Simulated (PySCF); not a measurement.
phosphine cation (H3P), SMILES P (connectivity only; charge and spin as stated), charge +1, multiplicity 2. Coordinates come from a PBE0-D3(BJ)/def2-TZVPD optimisation. The spin state was assumed, not searched.

Calculation: PySCF with PBE0-D3(BJ)/def2-TZVPD.

Harmonic wavenumbers (cm⁻¹): 724, 1038, 1038, 2465, 2537, 2537. Rotational constants (GHz): 160.2, 160.2, 91.04; symmetry number 3.

Work out the zero-point energy and the ideal-gas rigid-rotor harmonic-oscillator thermochemistry at 298.15 K and 1 atm.

ZPE = ½ Σ hcν = ½ × 10339 cm⁻¹ = 14.78 kcal/mol. H − E(el) = 17.26 kcal/mol. Entropy in cal/(mol K): translation 36.50, rotation 13.40, vibration 0.44, spin 1.38, total 51.72. G − E(el) = 1.84 kcal/mol. Cp = 9.41 cal/(mol K).
